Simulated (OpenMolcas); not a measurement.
# A ladder of methods for PH2 (SMILES [PH2])

PH2 has 3 atoms, charge 0, and is taken as a doublet. As SMILES, `[PH2]`. The coordinates come from a GFN2-xTB relaxation.

```xyz
3

P     0.5145   -0.3028    0.2527
H     0.1115    1.0274    0.1724
H    -0.6260   -0.7246   -0.4251
```

Quantity: the energy change with the P1–H3 bond stretched from 1.392 to 2.436 Å, in eV. The values are calculated.

| level | kind | program | value (eV) | less FCI/3-21G |
| --- | --- | --- | --- | --- |
| ROHF/3-21G | Hartree–Fock | OpenMolcas | 3.04 | +1.18 |
| USVWN5/3-21G | LDA | OpenMolcas | 2.30 | +0.44 |
| UPBE/3-21G | GGA | OpenMolcas | 2.26 | +0.40 |
| U-r2SCAN/3-21G | meta-GGA | OpenMolcas | 2.28 | +0.42 |
| UB3LYP/3-21G | global hybrid | OpenMolcas | 2.34 | +0.48 |
| UPBE0/3-21G | global hybrid | OpenMolcas | 2.37 | +0.51 |
| CASSCF(3,3)/3-21G | multireference | OpenMolcas | 1.76 | -0.10 |
| CASSCF(7,6)/3-21G | multireference | OpenMolcas | 1.76 | -0.10 |
| ROCCSD(T)/3-21G | coupled cluster or CI | OpenMolcas | 1.86 | 0.00 |
| FCI/3-21G | exact in the basis | OpenMolcas | 1.86 | 0.00 |

FCI/3-21G is exact within its basis and frozen core, so for wave-function methods in that basis the difference is their error; functionals converge differently with the basis, so for them it is only a difference. The first shape isn't each level's own minimum. The values span 1.76 to 3.04 eV. Spin contamination of the reference (⟨S²⟩ at least 0.1 too high) touches UPBE/3-21G, U-r2SCAN/3-21G, UB3LYP/3-21G, UPBE0/3-21G. All rows use very small basis sets, so even the best lies far from the true value.
